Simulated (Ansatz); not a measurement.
# CH₃FSi (SMILES C[Si]F): one structure at several levels

One table from this session's results is given with a row withheld; the runs are named, their logs left out.

Computed with Ansatz 0.2.0, Gaussian basis. Level: single points in def2-TZVPP.

Cores are frozen in the correlated methods. B3LYP uses VWN-RPA correlation.

**The system as given**

6 atoms, charge 0, spin multiplicity 1.

Atoms are counted from 1 here; the program's logs count them from 0.

Bond lengths: C1–Si2 1.927 Å, C1–H4 1.100 Å, C1–H5 1.104 Å, C1–H6 1.058 Å, Si2–F3 1.644 Å. Angles: Si2–C1–H4 111.1°, Si2–C1–H5 103.0°, Si2–C1–H6 107.4°, H4–C1–H5 112.9°, H4–C1–H6 106.7°, H5–C1–H6 115.7°, C1–Si2–F3 93.1°.

As a file:

```mol
CH3FSi
  3D, bonds by distance, orders not assigned

  6  5  0  0  0  0  0  0  0  0999 V2000
   -0.3386    0.3925   -0.2090 C   0  0
    0.4401   -0.5762    1.2632 Si  0  0
    1.3741   -1.5024    0.2778 F   0  0
   -1.0369    1.1630    0.1495 H   0  0
    0.5428    0.8161   -0.7213 H   0  0
   -0.9105   -0.2962   -0.7729 H   0  0
  1  2  8  0
  1  4  8  0
  1  5  8  0
  1  6  8  0
  2  3  8  0
M  END
```

The first run:

run/in.yaml reads:

```yaml
crystal:
  periodic: [false, false, false]
  atoms:
    - {symbol: C, position_ang: [-0.338600, 0.392500, -0.209000]}
    - {symbol: Si, position_ang: [0.440100, -0.576200, 1.263200]}
    - {symbol: F, position_ang: [1.374100, -1.502400, 0.277800]}
    - {symbol: H, position_ang: [-1.036900, 1.163000, 0.149500]}
    - {symbol: H, position_ang: [0.542800, 0.816100, -0.721300]}
    - {symbol: H, position_ang: [-0.910500, -0.296200, -0.772900]}
basis:
  gaussian: {orbitals: def2-TZVPP}
correlation: {method: ccsd_t}
output: {forces: true}
```

The command line of these runs was not kept.

Among the steps run: CCSD(T)/def2-TZVPP; PBE0-D4/def2-TZVPP; wB97M-V/def2-TZVPP; r2SCAN-D4/def2-TZVPP; PBE-D4/def2-TZVPP; B3LYP-D4/def2-TZVPP; BLYP-D4/def2-TZVPP.

One table of the session follows, with a row left open; its other results are not shown here.

| method | RMS force component (eV/Å) | angle to CCSD(T) forces (°) | dipole (D) |
| --- | --- | --- | --- |
| CCSD(T) | 0.708 | reference | 1.39 |
| PBE0-D4 | ? | ? | ? |
| wB97M-V | 0.692 | 5.9 | 1.41 |
| r2SCAN-D4 | 0.706 | 3.4 | 1.41 |
| PBE-D4 | 0.672 | 19.8 | 1.36 |
| B3LYP-D4 | 0.668 | 6.8 | 1.43 |
| BLYP-D4 | 0.645 | 23.9 | 1.34 |

Estimate the missing values for PBE0-D4.

The run gave: RMS force component (eV/Å): 0.713; angle to CCSD(T) forces (°): 2.8; dipole (D): 1.45. In the column «RMS force component (eV/Å)» it is the highest.
